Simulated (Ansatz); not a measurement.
Two shapes of doublet CHO.

Shape 1:

```xyz
3

C     0.0278    0.5251   -0.3122
H    -0.0466    1.5053    0.2106
O    -0.0151   -0.5725    0.2627
```

Shape 2:

```xyz
3

C     0.0000    0.4471   -0.3001
H     0.0000    1.3738    0.1812
O     0.0000   -0.5071    0.2024
```

Basis set: 6-31G* (spherical functions). Left uncorrelated: 2 orbitals. Charge 0, multiplicity 2.

Computed with Ansatz (development build ahead of 0.2.0); each method stands on the lowest determinant of its kind that the runs found.

**Question.** Which shape is lower in energy, and by how much in each method?

**Answer.**

```tsv
method	E(2) − E(1) (eV)
UHF	0.234
UHF-MP2	0.797
```

Shape 1 is lower.
